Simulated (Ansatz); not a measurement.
# NO (doublet): from Hartree-Fock to the top rungs at distance N1–O2 = 2.498 Å, 6-31G

An exercise on one series of results from a longer session: the logs are not shown, and one member is left open.

Program: Ansatz 0.2.0, Gaussian basis. Level of theory: 6-31G, core rule «outside noble gas», up to 2 orbitals frozen. These are calculated values, not measurements.

To be run: UHF; CCSD(T) on ROHF; CCSD(T) on UHF; BCCD(T) on ROHF; CISD; CCSDT(Q) on UHF; CISDTQ; CCSDTQ on UHF; CASSCF and MRCISD+Q, 3 electrons in 3 orbitals; CASSCF and NEVPT2, 3 electrons in 3 orbitals; CASSCF and MRCISD+Q, 11 electrons in 8 orbitals; CASSCF and NEVPT2, 11 electrons in 8 orbitals; Full CI; Full CI in the symmetry of the determinant.

38 further runs of the same task are left out: 7 for a known fault of the program, 20 that didn't finish, 11 set aside as unsound or not needed.

### The system

The geometry derives from a PBE0/def2-TZVP stationary point (not a proven minimum). One bond is set to the value named and the two fragments are kept rigid.

2 atoms, charge 0, spin multiplicity 2.

Atoms are counted from 1 here; the program's logs count them from 0.

No contacts short enough for the rule that draws bonds.

Set-up of the first run:

File in.yaml:

```yaml
crystal:
  periodic: [false, false, false]
  atoms:
    - {symbol: N, position_ang: [0.000000, 0.000000, 0.000000]}
    - {symbol: O, position_ang: [0.000000, 0.000000, 2.498000]}
basis:
  gaussian: {orbitals: 6-31G}
magnetization: {spin_polarized: true, initial_magnetization: 1}
hamiltonian: {xc: hf}
output: {orbitals: {seedname: orbitals}}
```

Started as:

```sh
ansatz run in.yaml --threads 1 --pin off --events-out ev --progress --plain --max-ram 2393MiB
```

Among the steps run: UHF; CCSD(T) on ROHF; CCSD(T) on UHF; BCCD(T) on ROHF; CISD; CCSDT(Q) on UHF; CISDTQ; CCSDTQ on UHF; CASSCF and MRCISD+Q, 3 electrons in 3 orbitals; CASSCF and NEVPT2, 3 electrons in 3 orbitals; CASSCF and MRCISD+Q, 11 electrons in 8 orbitals; CASSCF and NEVPT2, 11 electrons in 8 orbitals; Full CI; Full CI in the symmetry of the determinant.

One of the session's tables, all rows but one given; the rest of the session is left out.

It belongs to the step «Misses and costs». 

```
          method  from FCI (kJ/mol)
             UHF             +254.2
            UMP2                  ?
           UCCSD               +7.1
        UCCSD(T)               +5.0
          UCCSDT               +1.6
       UCCSDT(Q)               +1.1
         UCCSDTQ               +0.8
  CASSCF valence             +260.2
  NEVPT2 valence              +78.8
  MRCISD valence              +10.2
MRCISD+Q valence               +1.5
             FCI                  0
```

Q: Estimate the row for UMP2 from the others.

**Answer.** from FCI (kJ/mol): +50.0. In the column «from FCI (kJ/mol)» it lies between MRCISD valence (+10.2) and NEVPT2 valence (+78.8).

Left out of the table: CASSCF pair, NEVPT2 pair, MRCISD pair, MRCISD+Q pair (the active space lost an orbital or holds another state than full CI finds).

To keep in mind: The determinant is far from a pure spin state, so its energy mixes those of several spin states (harmless only where they are near-degenerate, as at dissociation). The report flags that the cluster equations may have other roots. Left out of the table: ROHF, RMP2, CISD, RCCSD, RCCSD(T), BCCD(T), CISDTQ (another determinant or state than the rows shown). Levels on UHF freeze UHF's core orbitals, full CI those of ROHF, so the U rows can settle a little off it for that reason alone.
